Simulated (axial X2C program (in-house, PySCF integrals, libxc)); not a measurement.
# Potential curves of CS, with spin–orbit coupling

All values were computed with an axial X2C code built on PySCF integrals. Two-component (2c) means X2C with spin–orbit coupling and atomic mean-field two-electron Coulomb and Gaunt terms. Basis: S dyall-av4z [10s9p4d3f2g], C dyall-v4z [8s7p3d2f1g] (cores contracted in-house); Gaussian nuclei, density fitting, unrestricted open shells. Masses: S 31.972 u, C 12.000 u.

State: Ω = 0 (closed shell). Energies in kJ/mol from the fragments at the same level (S + C). Fits are polynomials in 1 − R0/R over 0.85 to 1.23 times the lowest point R0.

```json
{"R (Å)": "1.3328", "MP2": "-569.75", "PBE0": "-546.08", "CCSD": ""}
{"R (Å)": "1.3941", "MP2": "-661.38", "PBE0": "-635.13", "CCSD": "-594.61"}
{"R (Å)": "1.4401", "MP2": "-701.98", "PBE0": "-673.91", "CCSD": "-634.15"}
{"R (Å)": "1.4860", "MP2": "-723.95", "PBE0": "-694.10", "CCSD": "-654.91"}
{"R (Å)": "1.5320", "MP2": "-731.35", "PBE0": "-699.72", "CCSD": "-660.92"}
{"R (Å)": "1.5856", "MP2": "-725.70", "PBE0": "-692.01", "CCSD": "-653.48"}
{"R (Å)": "1.6392", "MP2": "-708.44", "PBE0": "-672.71", "CCSD": "-634.30"}
{"R (Å)": "1.7082", "MP2": "-673.94", "PBE0": "-635.73", "CCSD": "-597.33"}
{"R (Å)": "1.7924", "MP2": "-619.21", "PBE0": "-578.65", "CCSD": ""}
{"R (Å)": "1.9150", "MP2": "", "PBE0": "-483.64", "CCSD": ""}
{"R (Å)": "2.0835", "MP2": "", "PBE0": "-348.21", "CCSD": ""}
{"R (Å)": "2.2980", "MP2": "", "PBE0": "-187.60", "CCSD": ""}
```

Correlated methods: 10 electrons correlated (number of frozen shells: S 2 s, 1 p; C 1 s), 288 virtual spin orbitals or spinors in MP2, 150 natural virtuals in coupled cluster.

The state is one determinant whose occupation by symmetry is held fixed; it was picked as the lowest of a PBE0 search that is not exhaustive. The closed shell is kept restricted, so the energy runs too high when the bond is stretched far. De is counted from the lowest determinant-based energies of the atoms at the same level, without counterpoise correction. CCSD ran in a truncated set of natural virtual spinors with an MP2 remainder; without triples it tends to underbind. A 2c atom that is not at its ground J level misses part of its spin–orbit lowering, and De is too large by that part (0.04 eV or less for light atoms). This holds for MP2, PBE0, CCSD. The functionals have no current-density term, which raises determinants with orbital currents, atoms included. Some points did not converge and are left out. Coupled cluster ran on the points near the minimum only. MP2 and coupled cluster on one determinant become unreliable at the stretched end.

Question: Fit the MP2 curve near its minimum: give the equilibrium distance, the harmonic wavenumber and the well depth.

Answer: At MP2, 2c: Re = 1.537 Å, ωe ≈ 1300 cm⁻¹, De = 7.58 eV to S + C; Be follows as 0.818 cm⁻¹.

Question: Fit the PBE0 curve near its minimum: give the equilibrium distance, the harmonic wavenumber and the well depth.

Answer: At PBE0, 2c: Re = 1.530 Å, ωe ≈ 1330 cm⁻¹, De = 7.25 eV to S + C; Be follows as 0.826 cm⁻¹.

Question: Fit the CCSD curve near its minimum: give the equilibrium distance, the harmonic wavenumber and the well depth.

Answer: At CCSD, 2c: Re = 1.531 Å, ωe ≈ 1330 cm⁻¹, De = 6.85 eV to S + C; Be follows as 0.824 cm⁻¹.
